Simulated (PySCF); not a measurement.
An unknown gives this computed stick spectrum. The calculation used PySCF 2.14.0, density-fitted response routines, TDDFT CAM-B3LYP/def2-SVPD, vertical, gas phase, core orbitals frozen in the response. Geometries: GFN2-xTB, one conformer each.

| state | E (eV) | f |
| --- | --- | --- |
| S1 | 5.36 | 0.0000 |
| S2 | 6.22 | 0.336 |
| S3 | 7.50 | 0.0004 |
| S4 | 7.88 | 0.0020 |
| S5 | 7.90 | 0.010 |
| S6 | 8.29 | 0.072 |
| S7 | 8.80 | 0.0019 |
| S8 | 8.86 | 0.014 |

Orbital energies (eV): HOMO-3 -12.54, HOMO-2 -12.44, HOMO-1 -10.66, HOMO -9.82, LUMO -0.87, LUMO+1 1.12, LUMO+2 2.01.

**Question.** Which structure fits? All have the formula C4H5FO.
A. `CO[C@@H]1C=C1F`
B. `FC(CC=C)=O`
C. `C=C(C)C(=O)F`

**Answer.** C. Its S1, at 5.36 eV, is the lowest among the candidates; the nearest of the others has S1 at 6.14 eV. S1 is HOMO-1→LUMO (93%). Löwdin shares by element: HOMO carbon 76% or more, oxygen 6% (atoms not listed hold the other 18%); LUMO carbon 65% or more, oxygen 19% (atoms not listed hold the other 16%). At the same level the other candidates give, for their lowest levels:
- `C=CCC(=O)F`: 6.14 eV (f 0.001); 7.10 eV (f 0.003); 7.63 eV (f 0.120); 7.73 eV (f 0.347); 8.32 eV (f 0.002); T1 4.51 eV; HOMO -9.53, LUMO 0.55 eV
- `CO[C@@H]1C=C1F`: 6.72 eV (f 0.004); 7.04 eV (f 0.030); 7.38 eV (f 0.034); 7.47 eV (f 0.014); 7.55 eV (f 0.049); T1 4.79 eV; HOMO -9.12, LUMO 1.24 eV

Shape of the structure used: `[CH2:1]=[C:2]([CH3:3])[C:4](=[O:5])[F:6]`: C1–C2–C4–O5 180°.
Triplets come from the Tamm–Dancoff approximation.
